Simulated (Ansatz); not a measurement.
in.yaml

```yaml
crystal:
  periodic: [false, false, false]
  atoms:
    - {symbol: Al, position_ang: [0.000000, 0.000000, 0.527635]}
    - {symbol: C, position_ang: [0.000000, 0.000000, -1.397228]}
    - {symbol: H, position_ang: [0.000000, 1.398998, 1.262610]}
    - {symbol: H, position_ang: [0.000000, -1.398998, 1.262610]}
basis:
  gaussian: {orbitals: 6-31G}
magnetization: {spin_polarized: true, initial_magnetization: 3}
hamiltonian: {xc: {name: B3LYP}}
```

```sh
$ ansatz run in.yaml --threads 1 --pin off --events-out ev --progress --plain --max-ram 2393MiB
```

The program prints:

```
329 factors; integrals over basis functions are off by at most 1.5e-4 eV
mean field evaluation 1: about -7659.0196 eV, gradient 1.1e1 eV
mean field evaluation 2: about -7658.8535 eV, gradient 1.2e1 eV
mean field evaluation 4: about -7659.9493 eV, gradient 3.1e-1 eV
mean field evaluation 8: about -7659.9766 eV, gradient 2.1e-2 eV
mean field evaluation 16: about -7659.9766 eV, gradient 1.9e-5 eV
mean field -7659.97663021 eV, -281.4989490417 hartree, gradient 1.9e-5 eV, S^2 3.752494; 0 other end points of the search recorded, 0 dependent functions left out
reference -7659.97685843 eV, -281.4989574286 hartree; 12, 9 occupied and 14, 17 virtual orbitals, 329 factors
Total energy: -7659.97685843 eV, -281.4989574286 hartree
```

Ran on 1 thread of Intel Xeon Platinum 8488C, shared host: 0.63 s wall, 0.16 GiB peak host memory.
